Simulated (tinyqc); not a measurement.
Worked calculation: UKS/BLYP in the sto-3g basis, for BH, spin multiplicity 3. Computed by tinyqc, a small Python program that keeps every step (integrals from PySCF). Settings: charge = 0, multiplicity = 3, basis = sto-3g, energy threshold = 1e-08, iteration cap = 57, orthogonalisation = canonical, start = core, DIIS depth = 0, method = UKS, functional = blyp, grid = [30, 50]. Command: `OMP_NUM_THREADS=1 python tinyqc.py 29080 29081 out.jsonl` (the two numbers bound the seeds that draw the settings). One thread of a shared host (Intel(R) Xeon(R) Processor @ 2.60GHz), about 2 s of CPU time with the checks.

Geometry (angstrom):
```
atom        x        y        z
B     0.00000  0.00000  0.00000
H     0.00000  0.00000  1.59000
```

Stop when the energy changes by less than 1e-08 hartree and every element of the error matrix X^T (F D S - S D F) X (for each spin) is below 3e-05.

Course of the cycle:
```
iteration  E (hartree)     change  largest element of the error matrix
1          -24.2493747          -                             2.24e-01
2          -24.6111188  -3.62e-01                             2.11e-01
3          -24.5741106   3.70e-02                             2.25e-01
4          -24.6075869  -3.35e-02                             1.99e-01
5          -24.5389601   6.86e-02                             2.25e-01
6          -24.5719732  -3.30e-02                             1.99e-01
7          -24.4945387   7.74e-02                             2.29e-01
8          -24.5356734  -4.11e-02                             2.00e-01
9          -24.1786478   3.57e-01                             1.69e-01
10         -24.4420915  -2.63e-01                             2.09e-01
11         -24.1082989   3.34e-01                             1.67e-01
12         -24.4105483  -3.02e-01                             2.07e-01
13         -24.0853853   3.25e-01                             1.69e-01
14         -24.4018749  -3.16e-01                             2.06e-01
...                ...        ...                                  ...
44         -24.3993563  -3.21e-01                             2.06e-01
45         -24.0780956   3.21e-01                             1.71e-01
46         -24.3994012  -3.21e-01                             2.06e-01
47         -24.0782726   3.21e-01                             1.71e-01
48         -24.3993708  -3.21e-01                             2.06e-01
49         -24.0781085   3.21e-01                             1.71e-01
50         -24.3993467  -3.21e-01                             2.06e-01
51         -24.0780369   3.21e-01                             1.71e-01
52         -24.3993509  -3.21e-01                             2.06e-01
53         -24.0780928   3.21e-01                             1.71e-01
54         -24.3993461  -3.21e-01                             2.06e-01
55         -24.0780522   3.21e-01                             1.71e-01
56         -24.3993419  -3.21e-01                             2.06e-01
57         -24.0780404   3.21e-01                             1.71e-01
```

Can the last value be used, and what does the course show?

Not by the stop rule. Not converged within the cap of 57 iterations: the residual has stopped falling: the iteration swings between two states. Reruns (cap 100 unless said): DIIS 8: converged in 9; damping 0.5: converged in 27; level shift 0.5: converged in 27; atomic densities as start, DIIS 8: converged in 12; the original settings with a cap of 400: not converged. PySCF UKS in the same basis, fine grid, after a stability check = -24.8196357 hartree, which differs from a converged run on this coarse grid by the grid error.
